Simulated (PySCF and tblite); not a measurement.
Values are calculated unless marked as measured or tabulated.
C2H4F2, numbered as in [F:1][CH2:2][CH2:3][F:4].

Level: PBE0-D3(BJ)/def2-TZVP//PBE0-D3(BJ)/def2-SVP, thermal terms from GFN2-xTB, symmetry numbers and mirror pairs counted. Conformers within 4 kcal/mol (GFN2-xTB free energy) were kept, 5 at most. GIAO shieldings: PBE0/pcSseg-1. Shifts are against TMS (¹H), TMS (¹³C), CFCl3 (¹⁹F) at the same level. (PySCF 2.14, tblite 0.8.)

Torsions listed: F1–C2–C3–F4. Of a mirror pair one member is shown.

| conformer | shape | symmetry | E(GFN2) kcal/mol | E(DFT) kcal/mol |
| --- | --- | --- | --- | --- |
| 1 | 71° | C2 (pair) | 1.38 | 0.00 |
| 2 | 180° | C2h | 0.00 | 1.11 |

Q: How much do the weights at 298.15 K and the averaged shift of F1/F4 depend on how the conformers are weighted?

A: 
| weighting | 1 (%) | 2 (%) | δ (ppm) | rms dipole (D) |
| --- | --- | --- | --- | --- |
| DFT energy with thermal terms, symmetry and mirror images (full scheme) | 93 | 7 | -241.5 | 2.44 |
| DFT energy with symmetry and mirror images | 93 | 7 | -241.5 | 2.44 |
| bare DFT energy | 87 | 13 | -243.0 | 2.36 |
| GFN2-xTB energy with symmetry and mirror images | 16 | 84 | -260.2 | 1.02 |
| GFN2-xTB free energy | 16 | 84 | -260.3 | 1.01 |
| leading conformer alone | 100 | 0 | -239.7 | 2.53 |
| equal weights | 50 | 50 | -252.0 | 1.79 |

The largest departure from the full scheme, 18.8 ppm, comes with: GFN2-xTB free energy.

Unscaled ¹⁹F shifts at such levels can be off by tens of ppm; differences between conformers or isomers are more reliable.
